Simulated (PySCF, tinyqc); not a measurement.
Coupled-perturbed Hartree-Fock on RHF in the sto-6g basis, for HF, spin multiplicity 1, step by step. The lowest restricted solution is unstable here: a spin-polarised one lies 0.0349 hartree lower (PySCF). Computed by tinyqc, a small Python program that keeps every step (integrals from PySCF). Settings: charge = 0, multiplicity = 1, basis = sto-6g, method = RHF, energy threshold = 1e-10, iteration cap = 87, orthogonalisation = symmetric, start = core, DIIS depth = 6. Command: `OMP_NUM_THREADS=1 python tinyqc.py 28018 28019 out.jsonl` (the two numbers bound the seeds that draw the settings). One thread of a shared host (Intel(R) Xeon(R) Processor @ 2.60GHz), about 0.2 s of CPU time with the checks. The early iterations of the SCF are left out here.

## One-electron integrals

Geometry (angstrom):
```
atom         x         y         z
F     0.000000  0.000000  0.000000
H     0.000000  0.000000  1.415000
```

Basis sto-6g: exponents (1/bohr^2) and contraction coefficients of normalised primitives:
```
element  l (shell)     exponent  coefficient
F            s (1)  1728.626574     0.009164
F            s (1)   316.941790     0.049361
F            s (1)    88.668891     0.168538
F            s (1)    30.460157     0.370563
F            s (1)    11.828570     0.416492
F            s (1)     4.871659     0.130334
F            s (2)    67.032281    -0.013253
F            s (2)    13.267438    -0.046992
F            s (2)     4.123510    -0.033785
F            s (2)     1.586463     0.250242
F            s (2)     0.689002     0.595117
F            s (2)     0.315820     0.240706
F            p (3)    67.032281     0.003760
F            p (3)    13.267438     0.037679
F            p (3)     4.123510     0.173897
F            p (3)     1.586463     0.418036
F            p (3)     0.689002     0.425860
F            p (3)     0.315820     0.101708
H            s (1)    35.523221     0.009164
H            s (1)     6.513144     0.049361
H            s (1)     1.822143     0.168538
H            s (1)     0.625955     0.370563
H            s (1)     0.243077     0.416492
H            s (1)     0.100112     0.130334
```

Overlap, kinetic and nuclear-attraction integrals over the contracted functions; the nuclear repulsion is the sum of Za Zb / Rab.

nuclear repulsion = 3.36579145 hartree

overlap S, order 1F 1s, 1F 2s, 1F 2px, 1F 2py, 1F 2pz, 2H 1s:
$$\begin{pmatrix}
1.000000 & 0.232479 & 0.000000 & 0.000000 & 0.000000 & 0.015973 \\
0.232479 & 1.000000 & 0.000000 & 0.000000 & 0.000000 & 0.195696 \\
0.000000 & 0.000000 & 1.000000 & 0.000000 & 0.000000 & 0.000000 \\
0.000000 & 0.000000 & 0.000000 & 1.000000 & 0.000000 & 0.000000 \\
0.000000 & 0.000000 & 0.000000 & 0.000000 & 1.000000 & 0.176358 \\
0.015973 & 0.195696 & 0.000000 & 0.000000 & 0.176358 & 1.000000
\end{pmatrix}$$

kinetic energy T (hartree), order 1F 1s, 1F 2s, 1F 2px, 1F 2py, 1F 2pz, 2H 1s:
$$\begin{pmatrix}
37.397730 & -1.143349 & 0.000000 & 0.000000 & 0.000000 & -0.004739 \\
-1.143349 & 1.082297 & 0.000000 & 0.000000 & 0.000000 & -0.007252 \\
0.000000 & 0.000000 & 3.251325 & 0.000000 & 0.000000 & 0.000000 \\
0.000000 & 0.000000 & 0.000000 & 3.251325 & 0.000000 & 0.000000 \\
0.000000 & 0.000000 & 0.000000 & 0.000000 & 3.251325 & 0.035767 \\
-0.004739 & -0.007252 & 0.000000 & 0.000000 & 0.035767 & 0.768522
\end{pmatrix}$$

nuclear attraction V (hartree), order 1F 1s, 1F 2s, 1F 2px, 1F 2py, 1F 2pz, 2H 1s:
$$\begin{pmatrix}
-78.196429 & -7.952652 & 0.000000 & 0.000000 & -0.006688 & -0.624146 \\
-7.952652 & -11.849338 & 0.000000 & 0.000000 & -0.079036 & -1.575649 \\
0.000000 & 0.000000 & -11.836841 & 0.000000 & 0.000000 & 0.000000 \\
0.000000 & 0.000000 & 0.000000 & -11.836841 & 0.000000 & 0.000000 \\
-0.006688 & -0.079036 & 0.000000 & 0.000000 & -11.872809 & -1.213334 \\
-0.624146 & -1.575649 & 0.000000 & 0.000000 & -1.213334 & -4.586193
\end{pmatrix}$$

core Hamiltonian H = T + V (hartree), order 1F 1s, 1F 2s, 1F 2px, 1F 2py, 1F 2pz, 2H 1s:
$$\begin{pmatrix}
-40.798699 & -9.096001 & 0.000000 & 0.000000 & -0.006688 & -0.628885 \\
-9.096001 & -10.767042 & 0.000000 & 0.000000 & -0.079036 & -1.582901 \\
0.000000 & 0.000000 & -8.585515 & 0.000000 & 0.000000 & 0.000000 \\
0.000000 & 0.000000 & 0.000000 & -8.585515 & 0.000000 & 0.000000 \\
-0.006688 & -0.079036 & 0.000000 & 0.000000 & -8.621483 & -1.177567 \\
-0.628885 & -1.582901 & 0.000000 & 0.000000 & -1.177567 & -3.817671
\end{pmatrix}$$

## Two-electron integrals

Functions are numbered as in S; the eight-fold symmetry (ij|kl) = (ji|kl) = (kl|ij) leaves the list below.

Two-electron integrals (ij|kl) in chemists' order, unique and non-zero (hartree):
```
(11|11) 5.406240   (21|11) 0.768129   (21|21) 0.138909   (22|11) 1.266271
(22|21) 0.283987   (22|22) 0.926367   (31|31) 0.029452   (32|31) 0.044681
(32|32) 0.204753   (33|11) 1.266273   (33|21) 0.283987   (33|22) 0.926366
(33|33) 0.998085   (41|41) 0.029452   (42|41) 0.044681   (42|42) 0.204753
(43|43) 0.053789   (44|11) 1.266273   (44|21) 0.283987   (44|22) 0.926366
(44|33) 0.890506   (44|44) 0.998085   (51|51) 0.029452   (52|51) 0.044681
(52|52) 0.204753   (53|53) 0.053789   (54|54) 0.053789   (55|11) 1.266273
(55|21) 0.283987   (55|22) 0.926366   (55|33) 0.890506   (55|44) 0.890506
(55|55) 0.998085   (61|11) 0.056036   (61|21) 0.009726   (61|22) 0.019491
(61|33) 0.019459   (61|44) 0.019459   (61|51) 0.000422   (61|52) 0.000832
(61|55) 0.019553   (61|61) 0.000692   (62|11) 0.161518   (62|21) 0.036862
(62|22) 0.136661   (62|33) 0.134693   (62|44) 0.134693   (62|51) 0.002676
(62|52) 0.021245   (62|55) 0.140597   (62|61) 0.002588   (62|62) 0.026577
(63|31) 0.003825   (63|32) 0.022794   (63|53) 0.004320   (63|63) 0.003632
(64|41) 0.003825   (64|42) 0.022794   (64|54) 0.004320   (64|64) 0.003632
(65|11) 0.119356   (65|21) 0.027591   (65|22) 0.109183   (65|33) 0.104892
(65|44) 0.104892   (65|51) 0.005475   (65|52) 0.038000   (65|55) 0.117763
(65|61) 0.002008   (65|62) 0.026045   (65|65) 0.028820   (66|11) 0.371779
(66|21) 0.086381   (66|22) 0.368784   (66|33) 0.359105   (66|44) 0.359105
(66|51) 0.006397   (66|52) 0.072759   (66|55) 0.388140   (66|61) 0.006078
(66|62) 0.100304   (66|65) 0.113314   (66|66) 0.774999
```

## Orthogonalisation

S = U s U^T; symmetric (Loewdin) form X = U s^(-1/2) U^T, so that X^T S X = 1.

eigenvalues of S: [0.679346, 0.867044, 1.000000, 1.000000, 1.117206, 1.336404]

X, order 1F 1s, 1F 2s, 1F 2px, 1F 2py, 1F 2pz, 2H 1s:
$$\begin{pmatrix}
1.021347 & -0.122184 & 0.000000 & 0.000000 & -0.001614 & 0.010078 \\
-0.122184 & 1.037011 & 0.000000 & 0.000000 & 0.013985 & -0.104511 \\
0.000000 & 0.000000 & 1.000000 & 0.000000 & 0.000000 & 0.000000 \\
0.000000 & 0.000000 & 0.000000 & 1.000000 & 0.000000 & 0.000000 \\
-0.001614 & 0.013985 & 0.000000 & 0.000000 & 1.012296 & -0.092266 \\
0.010078 & -0.104511 & 0.000000 & 0.000000 & -0.092266 & 1.027668
\end{pmatrix}$$

## Iteration 7 (converged): orbitals

converged F (hartree), order 1F 1s, 1F 2s, 1F 2px, 1F 2py, 1F 2pz, 2H 1s:
$$\begin{pmatrix}
-26.266418 & -6.372607 & 0.000000 & 0.000000 & -0.011292 & -0.443541 \\
-6.372607 & -2.882699 & 0.000000 & 0.000000 & -0.008519 & -0.461329 \\
0.000000 & 0.000000 & -0.473493 & 0.000000 & 0.000000 & 0.000000 \\
0.000000 & 0.000000 & 0.000000 & -0.473493 & 0.000000 & 0.000000 \\
-0.011292 & -0.008519 & 0.000000 & 0.000000 & -0.189281 & -0.358764 \\
-0.443541 & -0.461329 & 0.000000 & 0.000000 & -0.358764 & -0.216333
\end{pmatrix}$$

Diagonalise F' = X^T F X, C = X C', fill 5 alpha and 5 beta electrons from the bottom; D = 2 C_occ C_occ^T. Each column has its largest component positive (the first on a tie).

F' = X^T F X (hartree):
$$\begin{pmatrix}
-25.860288 & -3.164402 & 0.000000 & 0.000000 & -0.021350 & -0.026664 \\
-3.164402 & -1.790154 & 0.000000 & 0.000000 & 0.040413 & -0.228167 \\
0.000000 & 0.000000 & -0.473493 & 0.000000 & 0.000000 & 0.000000 \\
0.000000 & 0.000000 & 0.000000 & -0.473493 & 0.000000 & 0.000000 \\
-0.021350 & 0.040413 & 0.000000 & 0.000000 & -0.128279 & -0.344555 \\
-0.026664 & -0.228167 & 0.000000 & 0.000000 & -0.344555 & -0.093011
\end{pmatrix}$$

orbital energies (hartree): MO1 -26.269477, MO2 -1.418746, MO3 -0.473493, MO4 -0.473493, MO5 -0.440480, MO6 0.256970

coefficients C, order 1F 1s, 1F 2s, 1F 2px, 1F 2py, 1F 2pz, 2H 1s:
$$\begin{pmatrix}
0.997268 & -0.247177 & 0.000000 & 0.000000 & 0.034345 & 0.036919 \\
0.011576 & 1.011558 & 0.000000 & 0.000000 & -0.185907 & -0.208553 \\
0.000000 & 0.000000 & 0.936071 & -0.351811 & 0.000000 & 0.000000 \\
0.000000 & 0.000000 & 0.351811 & 0.936071 & 0.000000 & 0.000000 \\
0.000644 & 0.010830 & 0.000000 & 0.000000 & 0.689652 & -0.746804 \\
-0.001269 & 0.068989 & 0.000000 & 0.000000 & 0.620584 & 0.828102
\end{pmatrix}$$

D after iteration 7, order 1F 1s, 1F 2s, 1F 2px, 1F 2py, 1F 2pz, 2H 1s:
$$\begin{pmatrix}
2.113638 & -0.489750 & 0.000000 & 0.000000 & 0.043302 & 0.005993 \\
-0.489750 & 2.115890 & 0.000000 & 0.000000 & -0.234497 & -0.091199 \\
0.000000 & 0.000000 & 2.000000 & 0.000000 & 0.000000 & 0.000000 \\
0.000000 & 0.000000 & 0.000000 & 2.000000 & 0.000000 & 0.000000 \\
0.043302 & -0.234497 & 0.000000 & 0.000000 & 0.951476 & 0.857467 \\
0.005993 & -0.091199 & 0.000000 & 0.000000 & 0.857467 & 0.779771
\end{pmatrix}$$

Within a degenerate level the vectors are fixed only up to a rotation; this is one choice.

## Convergence

Stop when the energy changes by less than 1e-10 hartree and every element of the error matrix X^T (F D S - S D F) X is below 3e-06.

Course of the cycle:
```
iteration   E (hartree)     change  largest element of the error matrix
1          -98.84374449          -                             3.42e-01
2          -99.31916047  -4.75e-01                             2.68e-01
3          -99.37366324  -5.45e-02                             3.69e-02
4          -99.37483610  -1.17e-03                             4.75e-03
5          -99.37485285  -1.67e-05                             2.17e-04
6          -99.37485288  -3.21e-08                             1.39e-06
7          -99.37485288  -1.22e-12                             3.07e-09
```

PySCF RHF in the same basis = -99.37485288 hartree

Converged in 7 iterations.

## Integrals over molecular orbitals

(pq|rs) = sum C_ip C_jq C_kr C_ls (ij|kl), one index at a time.

one-electron integrals over orbitals h = C^T H C (hartree):
$$\begin{pmatrix}
-40.785889 & 0.738320 & 0.000000 & 0.000000 & -0.097879 & -0.111053 \\
0.738320 & -9.183528 & 0.000000 & 0.000000 & 0.413147 & 0.619494 \\
0.000000 & 0.000000 & -8.585515 & 0.000000 & 0.000000 & 0.000000 \\
0.000000 & 0.000000 & 0.000000 & -8.585515 & 0.000000 & 0.000000 \\
-0.097879 & 0.413147 & 0.000000 & 0.000000 & -6.524508 & 2.426729 \\
-0.111053 & 0.619494 & 0.000000 & 0.000000 & 2.426729 & -5.869644
\end{pmatrix}$$

Two-electron integrals over orbitals (pq|rs), unique and non-zero (hartree):
```
(11|11) 5.382794    (21|11) -0.539451   (21|21) 0.087116    (22|11) 1.264107
(22|21) -0.024939   (22|22) 0.885813    (31|31) 0.030341    (32|31) 0.040337
(32|32) 0.192050    (33|11) 1.265991    (33|21) -0.014362   (33|22) 0.903362
(33|33) 0.998085    (41|41) 0.030341    (42|41) 0.040337    (42|42) 0.192050
(43|43) 0.053789    (44|11) 1.265991    (44|21) -0.014362   (44|22) 0.903362
(44|33) 0.890506    (44|44) 0.998085    (51|11) 0.076185    (51|21) -0.012139
(51|22) 0.004450    (51|33) 0.001944    (51|44) 0.001944    (51|51) 0.016585
(52|11) -0.099217   (52|21) 0.003898    (52|22) -0.044009   (52|33) -0.054433
(52|44) -0.054433   (52|51) 0.020531    (52|52) 0.123674    (53|31) -0.005143
(53|32) -0.020919   (53|53) 0.032125    (54|41) -0.005143   (54|42) -0.020919
(54|54) 0.032125    (55|11) 0.852910    (55|21) -0.007639   (55|22) 0.666098
(55|33) 0.651262    (55|44) 0.651262    (55|51) -0.001370   (55|52) -0.006949
(55|55) 0.645472    (61|11) 0.083281    (61|21) -0.013810   (61|22) 0.002941
(61|33) 0.002189    (61|44) 0.002189    (61|51) -0.013644   (61|52) -0.022297
(61|55) 0.003671    (61|61) 0.018467    (62|11) -0.120571   (62|21) 0.003586
(62|22) -0.065876   (62|33) -0.065932   (62|44) -0.065932   (62|51) -0.019919
(62|52) -0.085579   (62|55) -0.020065   (62|61) 0.019439    (62|62) 0.090615
(63|31) -0.005324   (63|32) -0.021911   (63|53) -0.024285   (63|63) 0.027765
(64|41) -0.005324   (64|42) -0.021911   (64|54) -0.024285   (64|64) 0.027765
(65|11) -0.445846   (65|21) 0.006841    (65|22) -0.265382   (65|33) -0.266434
(65|44) -0.266434   (65|51) 0.001267    (65|52) 0.066251    (65|55) -0.086330
(65|61) -0.003539   (65|62) 0.026979    (65|65) 0.253744    (66|11) 0.811644
(66|21) -0.008159   (66|22) 0.619364    (66|33) 0.605481    (66|44) 0.605481
(66|51) 0.007844    (66|52) 0.036197    (66|55) 0.630514    (66|61) -0.005838
(66|62) -0.045513   (66|65) -0.027707   (66|66) 0.651932
```

## Response to a field: uncoupled start

dipole integrals <a|z|i> (bohr), order a6:
$$\begin{pmatrix}
-0.040337 & -0.131167 & 0.000000 & 0.000000 & 1.351341
\end{pmatrix}$$

Field along z; U_ai = -mu_ai / (e_a - e_i), alpha = -4 sum U_ai mu_ai.

uncoupled U, order a6:
$$\begin{pmatrix}
0.001521 & 0.078275 & 0.000000 & 0.000000 & -1.937546
\end{pmatrix}$$

uncoupled polarisability = 10.514456 bohr^3

## Coupled step 1

U_ai = -(mu_ai + sum_bj [4 (ai|bj) - (ab|ij) - (aj|bi)] U_bj) / (e_a - e_i); alpha = -4 sum U_ai mu_ai.

U after step 1, order a6:
$$\begin{pmatrix}
0.000019 & 0.146179 & 0.000000 & 0.000000 & -1.579391
\end{pmatrix}$$

polarisability = 8.613879 bohr^3

## Coupled step 2

As before.

U after step 2, order a6:
$$\begin{pmatrix}
0.000056 & 0.150758 & 0.000000 & 0.000000 & -1.650912
\end{pmatrix}$$

polarisability = 9.002887 bohr^3

## Coupled polarisability

Repeat until U stops changing; compare with -d2E/dF2.

Course of the coupled iterations:
```
step  alpha (bohr^3)
0          10.514456
1           8.613879
2           9.002887
3           8.933502
4           8.947914
5           8.945385
6           8.945920
7           8.945828
8           8.945848
9           8.945844
10          8.945845
11          8.945845
12          8.945845
```

coupled polarisability = 8.945845 bohr^3

finite-field check, fields of +/-0.001 au = 8.945836 bohr^3
